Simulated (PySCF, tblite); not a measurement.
# C4H4FO radical: geometry, infrared bands and EPR parameters

Wanted: the infrared bands and EPR parameters of C4H4FO radical (`FC1=C[CH]OC1`), by calculation.

The runs use tblite 0.8.0 and PySCF 2.14.0, with density-fitted response routines of our own; the level of theory stands in each step. All values are computed, except where a source is named. Atoms are numbered from 0 throughout.

## (1) The starting structure

10 atoms, charge 0, multiplicity 2; geometry from: force field or distance geometry start.

Bonds of the start (Å): F0–C1 1.35, C1–C2 1.32, C2–C3 1.47, C3–O4 1.39, O4–C5 1.39, C5–C1 1.48, C2–H6 1.11, C3–H7 1.10, C5–H8 1.13, C5–H9 1.09.

## (2) Optimising the geometry with GFN2-xTB

The job: settings as JSON, then the geometry in Å.

```
{"job": {"kind": "relax", "xc": "GFN2-xTB", "basis": "xTB"}, "charge": 0, "multiplicity": 2}
F      0.534500     2.244000    -0.181100
C      0.203400     0.937000    -0.047500
C     -1.021500     0.449200    -0.047700
C     -0.891900    -1.009300     0.128400
O      0.383600    -1.259900    -0.372200
C      1.125800    -0.208600     0.152900
H     -1.971600     1.003300    -0.176600
H     -1.683700    -1.591600    -0.364500
H      1.254200    -0.474600     1.245600
H      2.076000    -0.084800    -0.359800
```

Command:

```sh
OMP_NUM_THREADS=1 python probes_run.py task.json out
```

One launch serves the whole session: the jobs run in the order shown.

What it wrote:

```text
step      E/eV     max force
  0    -524.88883    3.460
  1    -525.17274    2.751
  2    -525.42775    1.565
  3    -525.59659    0.944
  4    -525.70811    0.716
  5    -525.74490    0.796
  6    -525.78293    0.636
  7    -525.81768    0.576
  8    -525.83530    0.309
  9    -525.84611    0.350
 10    -525.85536    0.376
 11    -525.87192    0.401
 12    -525.89262    0.521
 13    -525.91583    0.492
 14    -525.93194    0.326
 15    -525.94031    0.260
 16    -525.94631    0.227
 17    -525.95035    0.167
 18    -525.95232    0.139
 19    -525.95363    0.100
 20    -525.95504    0.105
 21    -525.95628    0.076
 22    -525.95690    0.061
 23    -525.95719    0.061
 24    -525.95748    0.055
 25    -525.95786    0.060
 26    -525.95814    0.041
 27    -525.95826    0.020
 28    -525.95830    0.019
 29    -525.95833    0.017
 30    -525.95838    0.020
 31    -525.95841    0.015
 32    -525.95843    0.008
```

Run time: 0.12 s. Hardware: 1 thread of Arm Neoverse V1, shared host.

Relaxation path:

| step | energy from step 0 (eV) | largest force (eV/Å) |
| --- | --- | --- |
| 0 | 0.0000 | 3.4601 |
| 1 | -0.2839 | 2.7510 |
| 2 | -0.5389 | 1.5650 |
| 3 | -0.7078 | 0.9442 |
| 4 | -0.8193 | 0.7159 |
| 5 | -0.8561 | 0.7958 |
| 6 | -0.8941 | 0.6361 |
| 7 | -0.9289 | 0.5758 |
| 8 | -0.9465 | 0.3093 |
| 9 | -0.9573 | 0.3505 |
| 10 | -0.9665 | 0.3758 |
| 11 | -0.9831 | 0.4008 |
| 12 | -1.0038 | 0.5210 |
| 13 | -1.0270 | 0.4921 |
| 14 | -1.0431 | 0.3262 |
| 15 | -1.0515 | 0.2605 |
| 16 | -1.0575 | 0.2271 |
| 17 | -1.0615 | 0.1668 |
| 18 | -1.0635 | 0.1389 |
| 19 | -1.0648 | 0.0996 |
| 20 | -1.0662 | 0.1054 |
| 21 | -1.0675 | 0.0761 |
| 22 | -1.0681 | 0.0608 |
| 23 | -1.0684 | 0.0609 |
| 24 | -1.0687 | 0.0545 |
| 25 | -1.0690 | 0.0602 |
| 26 | -1.0693 | 0.0411 |
| 27 | -1.0694 | 0.0204 |
| 28 | -1.0695 | 0.0188 |
| 29 | -1.0695 | 0.0168 |
| 30 | -1.0696 | 0.0196 |
| 31 | -1.0696 | 0.0150 |
| 32 | -1.0696 | 0.0079 |

Close pairs (by a distance rule), those that changed most:

| bond | before (Å) | after (Å) | change (Å) |
| --- | --- | --- | --- |
| C2–C3 | 1.475 | 1.378 | -0.096 |
| C1–C2 | 1.318 | 1.375 | +0.057 |
| C2–H6 | 1.107 | 1.070 | -0.037 |
| C5–H8 | 1.132 | 1.102 | -0.030 |
| C3–H7 | 1.100 | 1.070 | -0.030 |
| C3–O4 | 1.393 | 1.366 | -0.027 |
| O4–C5 | 1.390 | 1.416 | +0.026 |
| C5–H9 | 1.087 | 1.102 | +0.015 |

The final coordinates are the input of the step that follows.

## (3) Harmonic vibrations with GFN2-xTB

The job: settings as JSON, then the geometry in Å.

```
{"job": {"kind": "ir", "xc": "GFN2-xTB", "basis": "xTB"}, "charge": 0, "multiplicity": 2}
F      0.571046     2.218551     0.148369
C      0.178704     0.940824     0.049971
C     -1.083778     0.446079    -0.179424
C     -0.970450    -0.927594    -0.191794
O      0.313486    -1.343667     0.020881
C      1.132607    -0.201222     0.188396
H     -1.981171     1.012057    -0.320948
H     -1.701872    -1.694763    -0.335722
H      1.624037    -0.242680     1.173541
H      1.926273    -0.202931    -0.575798
```

What it wrote:

```text
mode    cm-1     km/mol
  1     191.7      8.09
  2     289.7      6.80
  3     358.9      9.77
  4     471.2      1.25
  5     579.9     13.85
  6     613.0     15.47
  7     781.6     23.60
  8     827.5     11.68
  9     914.3     44.34
 10     944.2      0.66
 11     988.6     42.76
 12    1028.7      4.08
 13    1093.3      4.27
 14    1125.1     20.71
 15    1187.4     16.87
 16    1225.2     89.13
 17    1288.9      6.31
 18    1432.3     69.77
 19    1443.9     43.55
 20    1515.5     61.88
 21    2802.2     19.89
 22    2860.1     24.41
 23    3184.0      0.35
 24    3195.6      4.15
```

It took 0.17 s on 1 thread of Arm Neoverse V1, shared host.

The strongest bands and the atoms that carry them (share of the mass-weighted mode):

| cm⁻¹ | km/mol | atoms |
| --- | --- | --- |
| 782 | 23.6 | C3 32 %, O4 29 %, C2 17 % |
| 914 | 44.3 | C5 34 %, C2 28 % |
| 989 | 42.8 | C5 36 %, O4 26 %, H7 10 %, C3 10 % |
| 1225 | 89.1 | C1 35 %, H8 14 %, H9 14 % |
| 1432 | 69.8 | C3 30 %, C2 28 %, H9 12 %, H8 12 % |
| 1444 | 43.5 | H8 34 %, H9 34 %, C3 14 % |
| 1516 | 61.9 | C1 58 %, C2 22 % |
| 2860 | 24.4 | H8 49 %, H9 47 % |

## (4) EPR parameters: B3LYP/pcH-1

Settings changed since step 3:

```diff
@@ -1,2 +1,2 @@
-{"job": {"kind": "ir", "xc": "GFN2-xTB", "basis": "xTB"}, "charge": 0, "multiplicity": 2}
+{"job": {"kind": "epr", "basis": "pcH-1"}, "charge": 0, "multiplicity": 2}
 F      0.571046     2.218551     0.148369
```

Level: UKS B3LYP, pcH-1 on C F H O, non-relativistic, mean-field spin-orbit, GIAO.

What it wrote:

```text
UKS, coarse grid
  cycle   1  E = -329.75576656  |g| = 4.70e-01
  cycle   2  E = -329.62958629  |g| = 7.62e-01
  cycle   3  E = -329.82665890  |g| = 1.11e-01
  cycle   4  E = -329.83135373  |g| = 4.73e-02
  cycle   5  E = -329.83230606  |g| = 1.25e-02
  cycle   6  E = -329.83240449  |g| = 6.29e-03
  cycle   7  E = -329.83243761  |g| = 2.61e-03
  cycle   8  E = -329.83244468  |g| = 1.64e-03
  cycle   9  E = -329.83244625  |g| = 2.58e-04
UKS, final grid
  cycle   1  E = -329.83245313  |g| = 4.04e-04
  cycle   2  E = -329.83245296  |g| = 7.09e-04
  cycle   3  E = -329.83245322  |g| = 4.07e-05
  cycle   4  E = -329.83245322  |g| = 2.04e-05
E = -329.83245322 Eh   <S^2> = 0.7721 (exact 0.7500)
g shifts (ppm)      1          2          3
  rmc          -206       -206       -206
  gc             -4         44         48
  oz_so         -54       2129       2552
  total        -264       1967       2394
hyperfine (MHz)  atom isotope    a_iso     a_fc   dipolar eigenvalues
    0   19F      85.24      85.24   -150.32   -118.58    268.90
    1   13C      62.32      62.32    -52.00    -51.03    103.03
    2   13C     -43.96     -43.96    -26.13     12.44     13.69
    3   13C      50.57      50.57    -49.31    -47.09     96.40
    4   17O     -15.27     -15.27    -44.65     20.95     23.70
    5   13C     -32.46     -32.46     -1.70      0.24      1.46
    6    1H       9.87       9.87     -4.54     -0.27      4.81
    7    1H     -42.89     -42.89    -23.93     -0.33     24.26
    8    1H     113.77     113.77     -3.28     -1.14      4.42
    9    1H     113.86     113.86     -3.28     -1.14      4.43
```

Run time: 22 s. Hardware: 1 thread of Arm Neoverse V1, shared host; peak memory 0.67 GiB.

Principal g values 2.00206, 2.00429, 2.00471; g(iso) = 2.00368, against 2.00232 for a free electron.

Mean a(iso) over the nuclei that a row names, and the largest dipolar term of the row (other rows stand at the frozen geometry):

| nuclei | isotope | a(iso) (MHz) | a(iso) (G, at g = 2.0023) | largest dipolar term (MHz) |
| --- | --- | --- | --- | --- |
| H8, H9 | 1H | 113.8 | 40.6 | 4.4 |
| F0 | 19F | 85.2 | 30.4 | 268.9 |
| C1 | 13C | 62.3 | 22.2 | 103.0 |
| C3 | 13C | 50.6 | 18.0 | 96.4 |
| C2 | 13C | -44.0 | -15.7 | -26.1 |
| H7 | 1H | -42.9 | -15.3 | 24.3 |
| C5 | 13C | -32.5 | -11.6 | -1.7 |
| O4 | 17O | -15.3 | -5.4 | -44.7 |
| H6 | 1H | 9.9 | 3.5 | 4.8 |

Mulliken spin populations:

| atom | value (e) |
| --- | --- |
| F0 | 0.03 |
| C1 | 0.52 |
| C2 | -0.22 |
| C3 | 0.56 |
| O4 | 0.08 |
| C5 | -0.06 |
| H6 | 0.01 |
| H7 | -0.03 |
| H8 | 0.06 |
| H9 | 0.06 |

In first order the couplings over 0.8 MHz of 1H, 19F give 24 distinct lines over 130.5 G, if the averaged nuclei exchange fast.

Orbitals, density, ELF and potential are computed afterwards from the orbital file.

ELF in a plane through or near 8 of the atoms.

Values, 10 rows by 14 columns:
```
0.00 0.00 0.00 0.00 0.00 0.00 0.00 0.00 0.00 0.00 0.00 0.00 0.00 0.00
0.00 0.00 0.00 0.00 0.00 0.00 0.00 0.00 0.00 0.00 0.00 0.00 0.00 0.00
0.00 0.00 0.00 0.00 0.00 0.02 0.31 0.53 0.10 0.01 0.08 0.01 0.00 0.00
0.00 0.00 0.00 0.03 0.11 0.10 0.69 0.63 0.34 0.77 0.99 0.97 0.04 0.00
0.00 0.00 0.01 0.09 0.65 0.55 0.50 0.53 0.35 0.47 0.93 0.77 0.03 0.00
0.00 0.00 0.00 0.03 0.18 0.82 0.88 0.36 0.62 0.67 0.08 0.01 0.00 0.00
0.00 0.00 0.00 0.02 0.35 0.59 0.26 0.78 0.50 0.99 0.98 0.33 0.00 0.00
0.00 0.00 0.00 0.13 0.77 0.40 0.83 0.06 0.35 0.99 0.99 0.31 0.00 0.00
0.00 0.00 0.00 0.00 0.09 0.34 0.36 0.02 0.00 0.04 0.02 0.00 0.00 0.00
0.00 0.00 0.00 0.00 0.00 0.00 0.00 0.00 0.00 0.00 0.00 0.00 0.00 0.00
```
The map spans 9.4 Å across and 9.2 Å up, centred on the molecule. Atoms in the plane (x, y in Å): F0 (-1.1, -2.0), C1 (-0.4, -0.9), C2 (0.9, -0.7), C3 (1.2, 0.6), O4 (0.0, 1.4), C5 (-1.1, 0.5), H6 (1.7, -1.5), H7 (2.1, 1.2).

log10 of the density (e/Å³) in the same plane.

Values, 10 rows by 14 columns:
```
-4.0 -4.0 -4.0 -4.0 -4.0 -4.0 -4.0 -4.0 -4.0 -4.0 -4.0 -4.0 -4.0 -4.0
-4.0 -4.0 -4.0 -4.0 -4.0 -4.0 -3.5 -3.3 -3.6 -4.0 -4.0 -4.0 -4.0 -4.0
-4.0 -4.0 -4.0 -3.5 -3.0 -2.2 -1.5 -1.2 -1.7 -2.3 -2.4 -3.0 -3.9 -4.0
-4.0 -4.0 -3.1 -2.1 -1.4 -0.9  0.0  0.9 -0.3 -0.5 -0.5 -1.5 -2.8 -4.0
-4.0 -3.7 -2.7 -1.5 -0.3  1.4  0.2  0.1  0.8  0.3 -0.2 -1.4 -2.8 -4.0
-4.0 -4.0 -3.0 -1.9 -0.9  0.0  0.2 -0.1  0.3 -0.1 -1.0 -2.1 -3.3 -4.0
-4.0 -4.0 -3.9 -2.1 -0.8  0.1  0.2  0.1  0.1  0.2 -0.6 -1.9 -3.3 -4.0
-4.0 -4.0 -4.0 -1.8 -0.2  1.5  0.4 -1.1 -1.1 -0.7 -1.2 -2.3 -3.6 -4.0
-4.0 -4.0 -4.0 -3.0 -1.6 -1.1 -1.2 -2.2 -2.8 -2.7 -3.0 -3.7 -4.0 -4.0
-4.0 -4.0 -4.0 -4.0 -4.0 -3.9 -4.0 -4.0 -4.0 -4.0 -4.0 -4.0 -4.0 -4.0
```
The map spans 9.4 Å across and 9.2 Å up, centred on the molecule. Atoms in the plane (x, y in Å): F0 (-1.1, -2.0), C1 (-0.4, -0.9), C2 (0.9, -0.7), C3 (1.2, 0.6), O4 (0.0, 1.4), C5 (-1.1, 0.5), H6 (1.7, -1.5), H7 (2.1, 1.2).

On the surface of density 0.002 e/bohr³ the electrostatic potential runs, from the 1st to the 99th percentile, from -1.09 V near O4 to 1.19 V near H7.

The spin density lies nearest to C1, C3 about 31 % each; C2 9 % (beta excess); O4 8 %.

## (5) What came out

| quantity | value |
| --- | --- |
| strongest single infrared mode (GFN2-xTB) | 1225 cm⁻¹, 89 km/mol |
| zero-point energy (GFN2-xTB) | 43.4 kcal/mol |
| g(iso) (B3LYP) | 2.00368 |
| ⟨S²⟩ | 0.772 (exact 0.75) |
| largest a(iso) (averaged by class) | 1H on H8, H9, 113.8 MHz |
| surface potential, 1st and 99th percentile | -1.09 V and 1.19 V |

What this shows: The optimisation took 32 steps and gained 1.070 eV; among the close pairs (by a distance rule), C2–C3 changed most, from 1.475 to 1.378 Å. All 24 modes are real, so the xTB geometry is a minimum. The strongest single mode, at 1225 cm⁻¹, has its largest shares on C1, H8 and H9 (the list is cut at 3 atoms). GFN2-xTB is a fitted tight-binding method: band positions and strengths are rough. Its intensities can rank the bands wrongly. The largest spin populations lie on C3 (0.56 e), C1 (0.52 e). The isotropic g lies 1.4 ppt above the free-electron value.
